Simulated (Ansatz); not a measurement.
Ansatz (a quantum-chemistry and plane-wave program) input (CCSD(T)/aug-cc-pV(D+d)Z):
A basis named .json is the Basis Set Exchange file of that set.

Ansatz 0.2 input:
```yaml
crystal:
  periodic: [false, false, false]
  atoms:
    - {symbol: C, position_ang: [-0.00155029, 1.50196649, -0.45166829]}
    - {symbol: S, position_ang: [-0.01239716, 0.12323346, 0.57976964]}
    - {symbol: C, position_ang: [0.01896339, -1.47872388, -0.43190787]}
    - {symbol: H, position_ang: [0.91934809, 1.64260953, -1.02669247]}
    - {symbol: H, position_ang: [-0.90073509, 1.62984334, -1.06289763]}
    - {symbol: H, position_ang: [0.01148869, -2.34173312, 0.24815888]}
    - {symbol: H, position_ang: [-0.85846291, -1.52720035, -1.08442388]}
    - {symbol: H, position_ang: [0.92223725, -1.51471040, -1.04900214]}
basis:
  gaussian:
    orbitals: aug-cc-pV_D+d_Z.json
total_charge: -1
magnetization: {spin_polarized: false}
correlation: {method: ccsd_t, electrons: outside_noble_gas}
output: {forces: true}
```

End of the output:

```
integrals: 0.24 GiB planned
1206 factors; integrals over basis functions are off by at most 9.7e-4 eV
mean field: 0.48 GiB planned
mean field evaluation 1: about -12953.8487 eV, gradient 2.3e1 eV
mean field evaluation 2: about -12953.8644 eV, gradient 2.3e1 eV
mean field evaluation 4: about -12955.6480 eV, gradient 3.9e0 eV
mean field evaluation 8: about -12955.7100 eV, gradient 4.8e-3 eV
mean field evaluation 16: about -12955.6837 eV, gradient 2.8e-1 eV
mean field -12955.70998414 eV, -476.1135602214 hartree, gradient 3.3e-6 eV, S^2 0.000000; 0 other end points of the search recorded, 0 dependent functions left out
7 core orbitals not correlated
reference -12955.70998414 eV, -476.1135602214 hartree; 10, 10 occupied and 106, 106 virtual orbitals, 1206 factors
densities: 1.23 GiB planned
second order -12.87529387 eV of doubles, -0.00000000 eV of singles
coupled cluster: 0.68 GiB planned
cycle   1  -13.49434874 eV  change   -6.2e-1 eV  update   1.0e-1
cycle   2  -13.84149623 eV  change   -3.5e-1 eV  update   3.2e-2
cycle   3  -13.94684685 eV  change   -1.1e-1 eV  update   2.4e-2
cycle   4  -13.96006136 eV  change   -1.3e-2 eV  update   9.6e-3
cycle   5  -13.95470662 eV  change    5.4e-3 eV  update   7.0e-3
cycle   6  -13.95418188 eV  change    5.2e-4 eV  update   4.0e-3
cycle   7  -13.95451375 eV  change   -3.3e-4 eV  update   1.9e-3
cycle   8  -13.95440247 eV  change    1.1e-4 eV  update   8.7e-4
cycle   9  -13.95444268 eV  change   -4.0e-5 eV  update   4.1e-4
cycle  10  -13.95464128 eV  change   -2.0e-4 eV  update   1.8e-4
cycle  11  -13.95452877 eV  change    1.1e-4 eV  update   1.1e-4
cycle  12  -13.95449806 eV  change    3.1e-5 eV  update   5.3e-5
cycle  13  -13.95450165 eV  change   -3.6e-6 eV  update   2.8e-5
cycle  14  -13.95449692 eV  change    4.7e-6 eV  update   1.3e-5
cycle  15  -13.95450809 eV  change   -1.1e-5 eV  update   5.9e-6
cycle  16  -13.95451093 eV  change   -2.8e-6 eV  update   3.6e-6
cycle  17  -13.95451033 eV  change    6.1e-7 eV  update   1.7e-6
perturbative correction -0.56917365 eV, -0.0209167460 hartree
the calculation of the forces begins
Total energy: -12970.23366812 eV, -476.6472957633 hartree
Atom 0 at    -0.001550     1.501966    -0.451668 Å, force    -0.001242     0.283297    -0.037478 eV/Å
Atom 1 at    -0.012397     0.123233     0.579770 Å, force    -0.007140    -0.569805     0.559832 eV/Å
Atom 2 at     0.018963    -1.478724    -0.431908 Å, force    -0.005605     0.389843     0.144307 eV/Å
Atom 3 at     0.919348     1.642610    -1.026692 Å, force     0.455005     0.106232    -0.226419 eV/Å
Atom 4 at    -0.900735     1.629843    -1.062898 Å, force    -0.447086     0.099905    -0.244363 eV/Å
Atom 5 at     0.011489    -2.341733     0.248159 Å, force    -0.004454    -0.336334     0.342486 eV/Å
Atom 6 at    -0.858463    -1.527200    -1.084424 Å, force    -0.406988     0.010539    -0.277383 eV/Å
Atom 7 at     0.922237    -1.514710    -1.049002 Å, force     0.417509     0.016322    -0.260982 eV/Å
Dipole moment:     0.008125    -0.801419    -0.125846 e Å
```

It need not be the lowest isomer of its formula. Whether it binds its extra electron was not tested at this geometry.
